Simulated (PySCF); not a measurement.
This PySCF input (HF/aug-cc-pV(T+d)Z) gives -329.67649 Eh with 216 basis functions.

```python
import numpy as np, basis_set_exchange as bse
from pyscf import gto, scf, dft, df

basis = {'C': gto.basis.parse(bse.get_basis('aug-cc-pV(T+d)Z', elements=['C'], fmt='nwchem')), 'H': gto.basis.parse(bse.get_basis('aug-cc-pV(T+d)Z', elements=['H'], fmt='nwchem')), 'Si': gto.basis.parse(bse.get_basis('aug-cc-pV(T+d)Z', elements=['Si'], fmt='nwchem'))}
mol = gto.M(
    atom='''
    C    -0.00530785   -0.03292262   -1.25255471
    Si    0.00176161   -0.01626018    0.52594046
    H    -0.90647034    0.32687280   -1.75455355
    H     0.90272032    0.29878124   -1.76148183
    H     0.02469593    1.23745090    1.43148183
    H    -1.20807042   -0.70031235    1.12295762
    H     1.19430902   -0.73761443    1.11375772
    ''',
    basis=basis,
    charge=-1,
    verbose=4,
    max_memory=8640,
)
mf = scf.RHF(mol)
mf = mf.density_fit(auxbasis=df.autoaux(mol))
mf.conv_tol = 1e-9
mf.max_cycle = 100
print('smallest overlap eigenvalue', np.linalg.eigvalsh(mol.intor('int1e_ovlp'))[0])
mf.kernel()
dip = mf.dip_moment()
```

Change:
```diff
- basis = {'C': gto.basis.parse(bse.get_basis('aug-cc-pV(T+d)Z', elements=['C'], fmt='nwchem')), 'H': gto.basis.parse(bse.get_basis('aug-cc-pV(T+d)Z', elements=['H'], fmt='nwchem')), 'Si': gto.basis.parse(bse.get_basis('aug-cc-pV(T+d)Z', elements=['Si'], fmt='nwchem'))}
+ basis = {'C': gto.basis.parse(bse.get_basis('6-31G**', elements=['C'], fmt='nwchem')), 'H': gto.basis.parse(bse.get_basis('6-31G**', elements=['H'], fmt='nwchem')), 'Si': gto.basis.parse(bse.get_basis('6-31G**', elements=['Si'], fmt='nwchem'))}
```

**Question.** What does the run give now?

**Answer.** -329.61003 Eh (HF/6-31G**, 57 functions), a change of +66.46 mEh.
